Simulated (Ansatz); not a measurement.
## B20 (FeSi-type) FeSi

These are PBE-D3(BJ) in Ansatz (plane waves, PAW) values and carry that method's errors.

Run with plane-wave cutoff 500 eV, 10×10×10 k mesh, Fermi–Dirac smearing 0.05 eV, no spin polarisation, scalar-relativistic PAW data made under PBE.

Cell (relaxed at this level):

```yaml
crystal:
  lattice:
    - [4.40155, 0.00000, 0.00000]
    - [0.00000, 4.40155, 0.00000]
    - [0.00000, 0.00000, 4.40155]
  atoms:
    - { symbol: Fe, position: [0.86239, 0.63761, 0.36239] }
    - { symbol: Fe, position: [0.36239, 0.86239, 0.63761] }
    - { symbol: Fe, position: [0.13761, 0.13761, 0.13761] }
    - { symbol: Fe, position: [0.63761, 0.36239, 0.86239] }
    - { symbol: Si, position: [0.15844, 0.34156, 0.65844] }
    - { symbol: Si, position: [0.65844, 0.15844, 0.34156] }
    - { symbol: Si, position: [0.84156, 0.84156, 0.84156] }
    - { symbol: Si, position: [0.34156, 0.65844, 0.15844] }
```

| Quantity | Value |
|---|---|
| band gap | 0.16 eV (on the SCF k mesh) |

Measured, for comparison: band gap 0.05 eV (temperature not stated, no zero-point or thermal correction, indirect, transport; lower end of the printed range; as tabulated in Tomczak (2018), arXiv:1802.07220).

Computed values are for the static lattice.

Computing time: around 2.5 core-minutes (rough).

Ansatz is an electronic-structure program.
